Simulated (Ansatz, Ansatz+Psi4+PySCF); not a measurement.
```yaml
atoms:
  - { symbol: O, position_ang: [0.0000, 0.0000, 0.0000] }
  - { symbol: O, position_ang: [0.0000, 1.1260, 0.6927] }
  - { symbol: O, position_ang: [0.0000, -1.0408, 0.6403] }
```

Basis set: cc-pVTZ (spherical functions). Frozen core: 3 orbitals. Charge 0, multiplicity 1.

Computed with Ansatz (development build ahead of 0.2.0); each method stands on the lowest determinant of its kind that the runs found. Restricted open shells among the atoms or ions are ROHF, correlated in semicanonical orbitals with singles.

Problem. Give the atomization energy at this shape (free ground-state atoms in the same class of orbitals less the molecule, no zero-point energy) of singlet O₃ by RHF-CCSD(T), RHF-CCSD, UHF-CCSD(T), UHF-CCSD, RHF-MP2, UHF-MP2, UHF.

Solution.

```csv
method,atomization energy
RHF-CCSD(T),5.67 eV
RHF-CCSD,4.63 eV
UHF-CCSD(T),5.39 eV
UHF-CCSD,4.72 eV
RHF-MP2,6.62 eV
UHF-MP2,5.13 eV
UHF,-0.31 eV
```

Caution for RHF-CCSD(T), RHF-CCSD, RHF-MP2: an unrestricted determinant lies well below. Caution for RHF-CCSD(T), RHF-CCSD, UHF-CCSD(T), UHF-CCSD, RHF-MP2, UHF-MP2: large amplitudes, a single reference is doubtful. Caution for RHF-CCSD(T), RHF-CCSD, UHF-CCSD(T), UHF-CCSD: the program doubts this total. Caution for UHF-CCSD(T), UHF-CCSD, UHF-MP2: a plain start can end on a higher determinant. Caution for UHF-CCSD(T), UHF-MP2: another reference gives a lower total. Caution for UHF-CCSD(T), UHF-CCSD, UHF-MP2, UHF: the unrestricted determinant is a mixture of spin states.
